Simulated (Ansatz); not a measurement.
**GaAs, pressure series**

The reference is GaAs in the zinc blende structure (space group F-43m, No. 216; a = 5.666 Å).

Cell and atoms are relaxed at each pressure.

Computed with Ansatz (an electronic-structure program) r2SCAN, scalar-relativistic without spin-orbit coupling, earlier PAW set.

```
P (GPa)  V (Å³/atom)
-------  -----------
-1.99         23.412
-0.99         23.057
1.80          22.204
4.20          21.591
9.00          20.587
17.98         19.192
30.00         17.863
45.00         16.662
60.00         15.752
```

Task: Fit a third-order Birch–Murnaghan equation of state.

Result: Least squares on P(V) = (3B₀/2)[(V₀/V)^(7/3) − (V₀/V)^(5/3)]·[1 + (3/4)(B₀′ − 4)((V₀/V)^(2/3) − 1)] gives V₀ = 22.73 Å³/atom, B₀ = 74 GPa and B₀′ = 4.3.

Measured bulk modulus of GaAs: 76.7 GPa (static lattice; corrected from measurement; as listed in Daniel Mejia-Rodriguez, S. B. Trickey, Phys. Rev. B (2018)); the computed value is 4 % below it.

Between the base and pressure 4.2 GPa the gap moves from 0.97 eV to 1.39 eV, a mean slope of 100 meV/GPa.

Load acts through the strain it causes; cell and atoms are relaxed under it. Stability against distortions was not tested. Measured, GaAs leaves this structure (for a Cmcm phase) near 15 GPa (room temperature; as listed in arXiv:1906.07825).
